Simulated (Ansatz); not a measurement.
Input file:

```yaml
crystal:
  periodic: [false, false, false]
  atoms:
    - {symbol: Si, position_ang: [0.000000, 0.000000, 1.016675]}
    - {symbol: P, position_ang: [0.000000, 0.000000, -1.042393]}
    - {symbol: H, position_ang: [0.000000, 1.227985, 1.851803]}
    - {symbol: H, position_ang: [0.000000, -1.227985, 1.851803]}
basis:
  gaussian: {orbitals: 6-31G}
magnetization: {spin_polarized: true, initial_magnetization: 1}
hamiltonian: {xc: {name: PBE}}
correlation: {method: ccsdt_q_b, electrons: valence}
```

```sh
$ ansatz run in.yaml --threads 1 --pin off --events-out ev --progress --plain --max-ram 2393MiB
```

Log:

```
619 factors; integrals over basis functions are off by at most 4.0e-8 eV
mean field evaluation 1: about -17185.8725 eV, gradient 7.9e0 eV
mean field evaluation 2: about -17185.8660 eV, gradient 7.9e0 eV
mean field evaluation 4: about -17186.2602 eV, gradient 4.4e0 eV
mean field evaluation 8: about -17186.4624 eV, gradient 5.0e-2 eV
mean field evaluation 16: about -17186.4627 eV, gradient 5.0e-7 eV
mean field evaluation 32: about -17184.9007 eV, gradient 2.1e-1 eV
mean field -17186.46266451 eV, -631.5908535180 hartree, gradient 4.9e-7 eV, S^2 0.766782; 3 other end points of the search recorded, 0 dependent functions left out
10 core orbitals not correlated: weight in the atoms' cores, before any rotation towards them, 1.000 or more for the frozen orbitals, at most 0.000 for the correlated occupied ones
reference -17161.16570247 eV, -630.6612073100 hartree; 6, 5 occupied and 14, 15 virtual orbitals, 619 factors
second order -2.92485630 eV of doubles, -0.25673099 eV of singles
cycle   1  -3.41170256 eV  change   -2.5e-1 eV  update   8.3e-2
cycle   2  -3.63707679 eV  change   -2.3e-1 eV  update   3.9e-2
cycle   3  -3.77953954 eV  change   -1.4e-1 eV  update   2.2e-2
cycle   4  -3.78152106 eV  change   -2.0e-3 eV  update   1.1e-2
cycle   5  -3.78559658 eV  change   -4.1e-3 eV  update   7.6e-3
cycle   6  -3.79253550 eV  change   -6.9e-3 eV  update   5.3e-3
cycle   7  -3.79398183 eV  change   -1.4e-3 eV  update   2.8e-3
cycle   8  -3.79628117 eV  change   -2.3e-3 eV  update   1.3e-3
cycle   9  -3.79729283 eV  change   -1.0e-3 eV  update   4.2e-4
cycle  10  -3.79715869 eV  change    1.3e-4 eV  update   1.9e-4
cycle  11  -3.79726895 eV  change   -1.1e-4 eV  update   8.8e-5
cycle  12  -3.79724988 eV  change    1.9e-5 eV  update   4.6e-5
cycle  13  -3.79725588 eV  change   -6.0e-6 eV  update   2.1e-5
cycle  14  -3.79726361 eV  change   -7.7e-6 eV  update   8.7e-6
cycle  15  -3.79726294 eV  change    6.7e-7 eV  update   3.4e-6
cycle  16  -3.79726048 eV  change    2.5e-6 eV  update   1.5e-6
cycle  17  -3.79725906 eV  change    1.4e-6 eV  update   7.9e-7
cycle  18  -3.79725850 eV  change    5.6e-7 eV  update   3.6e-7
perturbative correction -0.01166970 eV, -0.0004288536 hartree
Total energy: -17164.97463067 eV, -630.8011828395 hartree
```

Ran on 1 thread of Arm Neoverse V1, shared host: 7 s wall, 0.16 GiB peak host memory.
